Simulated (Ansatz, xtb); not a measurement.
# Two spin states of CHO2−

Structure a: the triplet with the links of `O=[C-]O`. Structure b: `O=[C-]O`, a singlet. Both are isolated ions in the gas phase, relaxed with PBE0-D4/def2-TZVPD; the shapes shown needn't be the lowest conformers.

a (Å):

```yaml
atoms:
  - { symbol: C, position_ang: [0.7558, 0.7526, 0.0037] }
  - { symbol: O, position_ang: [0.8649, 0.8478, 1.1887] }
  - { symbol: O, position_ang: [-0.2633, 0.9878, -0.7517] }
  - { symbol: H, position_ang: [-0.0685, 0.8189, -1.7439] }
```

b (Å):

```xyz
4

C     0.9261    0.7532   -0.0332
O     0.7699    0.8526    1.1606
O    -0.3459    0.9544   -0.7595
H    -0.0613    0.8468   -1.6710
```

**Question.** Which of the two would you expect CCSD(T)/def2-TZVPPD electronic energies to favour?

**Answer.** Structure b; the calculation gives E(b) − E(a) = −51.2 kcal/mol.

Level by level:

```
              level            geometry  E(b) − E(a) (kcal/mol)  departure from the last row (kcal/mol)  job, with rough time for the two
 PBE0-D4/def2-TZVPD  PBE0-D4/def2-TZVPD                     −42.9                                    +8.3             optimisation, 6.2 min
     HF/def2-TZVPPD  PBE0-D4/def2-TZVPD                     −29.5                                   +21.6           part of the CCSD(T) run
    MP2/def2-TZVPPD  PBE0-D4/def2-TZVPD                     −51.6                                    −0.4           part of the CCSD(T) run
CCSD(T)/def2-TZVPPD  PBE0-D4/def2-TZVPD                     −51.2                                                     single point, 1.7 min
```

The levels shown agree on the order. The largest departure from CCSD(T)/def2-TZVPPD is that of HF/def2-TZVPPD, 21.6 kcal/mol. Levels run at GFN2-xTB geometries aren't shown.

With harmonic frequencies from PBE0-D4/def2-TZVPD (ideal gas, rigid rotor, one conformer each, 298.15 K, 1 atm): on the last row, ΔE + ΔZPE = −50.3, ΔH = −50.2, ΔG = −49.9 kcal/mol.

The T1 diagnostic of structure b is large, so the coupled-cluster value is less sure. Open shells are spin-unrestricted. The correlated steps freeze 3 core orbitals. ΔG holds the spin degeneracy. Programs: Ansatz 0.2.0; the last row on 2 threads of Intel(R) Xeon(R) Processor @ 2.50GHz (Skylake/Cascade Lake) on a shared host.
